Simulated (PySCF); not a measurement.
Molecule (SMILES): C(F)(F)(F)F.
Geometry (B3LYP-D3(BJ)/def2-TZVP, fixed):
```
C
F 1 1.3260
F 1 1.3260 2 109.47
F 1 1.3260 2 109.47 3 120.00
F 1 1.3260 2 109.47 4 120.00
```

How fast the mean static polarisability converges with the basis for several methods (PySCF): deviation from each method's own reference, in %. References: HF 17.17 bohr³, the value in d-aug-cc-pVTZ; PBE 20.78 bohr³, the value in d-aug-cc-pVTZ; PBE0 19.46 bohr³, the value in d-aug-cc-pVTZ. All functions are spherical. Density fitting with generated auxiliary sets. No added dispersion term, no relativity. 

| basis | functions | HF | PBE | PBE0 |
|---|---|---|---|---|
| pcseg-1 | 70 | -28.0 | -32.9 | -31.1 |
| 6-31+G* | 90 | -11.6 | -11.3 | -11.4 |
| 6-311+G** | 110 | -17.4 | -15.8 | -16.3 |
| aug-pcseg-1 | 115 | 0.1 | -0.5 | -0.2 |
| aug-cc-pVDZ | 115 | -3.4 | -4.3 | -4.0 |
| cc-pVTZ | 150 | -17.2 | -21.8 | -20.0 |
| d-aug-cc-pVDZ | 160 | 0.0 | 0.2 | 0.1 |
| def2-TZVPPD | 197 | -0.4 | -0.5 | -0.5 |
| aug-cc-pVTZ | 230 | -0.7 | -1.3 | -1.1 |
| def2-QZVPP | 285 | -5.7 | -7.9 | -7.0 |
| def2-QZVP | 285 | -5.7 | -7.9 | -7.0 |
| d-aug-cc-pVTZ | 310 | 0.0 | 0.0 | 0.0 |

Mean absolute deviation over 6-311+G**, cc-pVTZ, def2-TZVPPD, aug-cc-pVTZ: HF 8.9, PBE0 9.5, PBE 9.9 %.
